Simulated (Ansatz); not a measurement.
## Nudged elastic band run: CH4NaS, charge +1

Input file:

```yaml
crystal:
  periodic: [false, false, false]
  atoms:
    - { symbol: C, position_ang: [-0.703387, 0.486668, -0.222182] }
    - { symbol: S, position_ang: [1.055635, 0.186362, 0.241254] }
    - { symbol: Na, position_ang: [1.280522, -2.087014, 1.827068] }
    - { symbol: H, position_ang: [-1.198847, -0.431918, -0.58292] }
    - { symbol: H, position_ang: [-0.730493, 1.27786, -0.992577] }
    - { symbol: H, position_ang: [-1.200245, 0.857234, 0.693427] }
    - { symbol: H, position_ang: [1.496814, -0.289192, -0.96407] }
total_charge: 1
basis:
  gaussian: { orbitals: cc-pVDZ }
hamiltonian:
  xc: pbe
  dispersion: d4
neb:
  order_check: false
  images: 8
  f_tol: 0.03
  max_iterations: 60
  climbing: false
  final_atoms:
    - { symbol: C, position_ang: [-0.72537418, 0.4106499, -0.2917132] }
    - { symbol: S, position_ang: [0.8343108, -0.56082544, -0.44590622] }
    - { symbol: Na, position_ang: [1.28646344, -2.05838248, 1.85143299] }
    - { symbol: H, position_ang: [-1.54959916, -0.3207265, -0.38579717] }
    - { symbol: H, position_ang: [-0.77774109, 1.12354386, -1.13427056] }
    - { symbol: H, position_ang: [-0.78952604, 0.93909823, 0.67606176] }
    - { symbol: H, position_ang: [1.72146523, 0.46664242, -0.26980761] }
  initial_path:
    images:
      - { positions_ang: [[-0.703387, 0.486668, -0.222182], [1.055635, 0.186362, 0.241254], [1.280522, -2.087014, 1.827068], [-1.198847, -0.431918, -0.58292], [-0.730493, 1.27786, -0.992577], [-1.200245, 0.857234, 0.693427], [1.496814, -0.289192, -0.96407]] }
      - { positions_ang: [[-0.70582453, 0.47637441, -0.23252599], [1.04124666, 0.11090763, 0.18473057], [1.28164474, -2.16864202, 1.92814507], [-1.24020954, -0.42312336, -0.55337944], [-0.72461429, 1.24342874, -1.01974611], [-1.15518144, 0.88339149, 0.68006938], [1.5029374, -0.12233688, -0.98729348]] }
      - { positions_ang: [[-0.70826206, 0.46608081, -0.24286997], [1.02685832, 0.03545327, 0.12820713], [1.28276748, -2.25027004, 2.02922214], [-1.28157208, -0.41432872, -0.52383887], [-0.71873558, 1.20899747, -1.04691522], [-1.11011788, 0.90954897, 0.66671176], [1.50906079, 0.04451823, -1.01051696]] }
      - { positions_ang: [[-0.71069959, 0.45578722, -0.25321396], [1.01246998, -0.0400011, 0.0716837], [1.28389023, -2.33189805, 2.13029921], [-1.32293462, -0.40553408, -0.49429831], [-0.71285687, 1.17456621, -1.07408433], [-1.06505432, 0.93570646, 0.65335413], [1.51518419, 0.21137335, -1.03374044]] }
      - { positions_ang: [[-0.71313712, 0.44549363, -0.26355794], [0.99808165, -0.11545547, 0.01516026], [1.28501297, -2.41352607, 2.23137628], [-1.36429716, -0.39673945, -0.46475775], [-0.70697815, 1.14013495, -1.10125344], [-1.01999076, 0.96186395, 0.63999651], [1.52130758, 0.37822847, -1.05696391]] }
      - { positions_ang: [[-0.71558014, 0.43704717, -0.27128363], [0.97349007, -0.19847629, -0.06119087], [1.28567313, -2.41034479, 2.2340835], [-1.40326962, -0.38438483, -0.44285521], [-0.71222794, 1.12298871, -1.11699717], [-0.97435532, 0.97095997, 0.63806704], [1.54626883, 0.46221007, -0.97982365]] }
      - { positions_ang: [[-0.71802865, 0.43044785, -0.27639102], [0.93869525, -0.28906358, -0.15736971], [1.2858707, -2.32235421, 2.13842087], [-1.43985201, -0.36847025, -0.4285907], [-0.72860623, 1.1231275, -1.12131552], [-0.928148, 0.96299454, 0.64756572], [1.59006793, 0.46331816, -0.80231964]] }
      - { positions_ang: [[-0.72047716, 0.42384853, -0.28149841], [0.90390043, -0.37965087, -0.25354855], [1.28606828, -2.23436363, 2.04275825], [-1.47643439, -0.35255567, -0.41432619], [-0.74498451, 1.12326629, -1.12563387], [-0.88194068, 0.9550291, 0.6570644], [1.63386703, 0.46442625, -0.62481563]] }
      - { positions_ang: [[-0.72292567, 0.41724921, -0.28660581], [0.86910562, -0.47023815, -0.34972738], [1.28626586, -2.14637306, 1.94709562], [-1.51301678, -0.33664108, -0.40006168], [-0.7613628, 1.12340507, -1.12995221], [-0.83573336, 0.94706367, 0.66656308], [1.67766613, 0.46553433, -0.44731162]] }
      - { positions_ang: [[-0.72537418, 0.4106499, -0.2917132], [0.8343108, -0.56082544, -0.44590622], [1.28646344, -2.05838248, 1.85143299], [-1.54959916, -0.3207265, -0.38579717], [-0.77774109, 1.12354386, -1.13427056], [-0.78952604, 0.93909823, 0.67606176], [1.72146523, 0.46664242, -0.26980761]] }
```

Command:

```bash
$ ansatz run input.yaml --threads 1 --pin off --max-ram 2048MiB --backend cpu --events-out ev --progress --plain --runs-dir out
```

Output, in part (warnings, iteration lines, the closing report on the highest movable image, with atoms numbered from 0):

```
NEB end point (image 0): max|allowed force component| = 4.626e-3 eV/Å (the criterion of neb.relax_end_points is 1.000e-2)
NEB end point (image 9): max|allowed force component| = 6.025e-3 eV/Å (the criterion of neb.relax_end_points is 1.000e-2)
NEB iter   1: max|band force component| = 6.080e0 eV/Å  barrier→ = 0.8418 eV  barrier← = 0.8418 eV  Δτ_max = 0.1192 Å  (254 SCF iters)
NEB iter   2: max|band force component| = 2.246e0 eV/Å  barrier→ = 0.3288 eV  barrier← = 0.3288 eV  Δτ_max = 0.1882 Å  (212 SCF iters)
NEB iter   3: max|band force component| = 6.672e-1 eV/Å  barrier→ = 0.2577 eV  barrier← = 0.2577 eV  Δτ_max = 0.2000 Å  (212 SCF iters)
NEB iter   4: max|band force component| = 2.690e-1 eV/Å  barrier→ = 0.2022 eV  barrier← = 0.2022 eV  Δτ_max = 0.2000 Å  (215 SCF iters)
NEB iter   5: max|band force component| = 4.874e-1 eV/Å  barrier→ = 0.2045 eV  barrier← = 0.2044 eV  Δτ_max = 0.0985 Å  (214 SCF iters)
NEB iter   6: max|band force component| = 1.359e-1 eV/Å  barrier→ = 0.1839 eV  barrier← = 0.1839 eV  Δτ_max = 0.0618 Å  (217 SCF iters)
NEB iter   7: max|band force component| = 8.746e-2 eV/Å  barrier→ = 0.1786 eV  barrier← = 0.1786 eV  Δτ_max = 0.1007 Å  (208 SCF iters)
NEB iter   8: max|band force component| = 5.095e-2 eV/Å  barrier→ = 0.1692 eV  barrier← = 0.1692 eV  Δτ_max = 0.1985 Å  (207 SCF iters)
NEB iter   9: max|band force component| = 1.234e-1 eV/Å  barrier→ = 0.1464 eV  barrier← = 0.1464 eV  Δτ_max = 0.0999 Å  (211 SCF iters)
NEB iter  10: max|band force component| = 1.039e-1 eV/Å  barrier→ = 0.1324 eV  barrier← = 0.1323 eV  Δτ_max = 0.0999 Å  (212 SCF iters)
NEB iter  11: max|band force component| = 8.662e-2 eV/Å  barrier→ = 0.1322 eV  barrier← = 0.1322 eV  Δτ_max = 0.0958 Å  (212 SCF iters)
NEB iter  12: max|band force component| = 6.730e-2 eV/Å  barrier→ = 0.1366 eV  barrier← = 0.1366 eV  Δτ_max = 0.1006 Å  (215 SCF iters)
NEB iter  13: max|band force component| = 3.430e-2 eV/Å  barrier→ = 0.1407 eV  barrier← = 0.1407 eV  Δτ_max = 0.1715 Å  (215 SCF iters)
NEB iter  14: max|band force component| = 6.876e-2 eV/Å  barrier→ = 0.1466 eV  barrier← = 0.1466 eV  Δτ_max = 0.0400 Å  (210 SCF iters)
NEB iter  15: max|band force component| = 4.966e-2 eV/Å  barrier→ = 0.1448 eV  barrier← = 0.1448 eV  Δτ_max = 0.0849 Å  (203 SCF iters)
NEB iter  16: max|band force component| = 3.330e-2 eV/Å  barrier→ = 0.1418 eV  barrier← = 0.1417 eV  Δτ_max = 0.0477 Å  (216 SCF iters)
NEB iter  17: max|band force component| = 1.899e-2 eV/Å  barrier→ = 0.1410 eV  barrier← = 0.1410 eV  Δτ_max = 0.0000 Å  (412 SCF iters)
Total energy: -16339.36987407 eV, -600.4607676493 hartree
Atom 0 at    -0.773139     0.466902    -0.325292 Å, force     0.008784     0.003337     0.021009 eV/Å
Atom 1 at     0.789840    -0.268867     0.290803 Å, force    -0.000592     0.016561     0.024926 eV/Å
Atom 2 at     1.524067    -2.579289     1.538416 Å, force    -0.000006    -0.010187    -0.016088 eV/Å
Atom 3 at    -1.578649    -0.230348    -0.031587 Å, force     0.000538    -0.002541     0.000108 eV/Å
Atom 4 at    -0.738716     0.558097    -1.425131 Å, force     0.005700    -0.010135     0.002616 eV/Å
Atom 5 at    -0.927762     1.444679     0.163775 Å, force    -0.016729     0.010241    -0.024424 eV/Å
Atom 6 at     1.704358     0.608827    -0.210984 Å, force     0.002305    -0.007277    -0.008147 eV/Å
Dipole moment:     0.523433    -1.181911     0.637640 e Å
```

It converged. The profile has 2 maxima (images 3, 6) with wells between them (image 4): this band takes more than one step, which may be the mechanism or a detour left from its start path. No image climbed, so the highest image needn't sit at the top of the path. Limits of this set-up: the dipole of an ion depends on the origin.

Final band (atoms are numbered from 1 in the order of the input):

```tsv
image	path coordinate (Å)	energy (eV)	dihedral H5–C1–S2–H7 (°)
0	0.00	0.000	-65
1	0.55	0.014	-46
2	1.09	0.044	-24
3	1.64	0.057	2
4	2.19	0.041	22
5	2.74	0.061	38
6	3.28	0.141	57
7	3.83	0.085	79
8	4.38	0.018	80
9	4.92	0.000	65
```

Run time: 2.9 min on 1 thread of Intel(R) Xeon(R) Platinum 8559C (Emerald Rapids), on a shared host, peak memory 0.24 GiB.
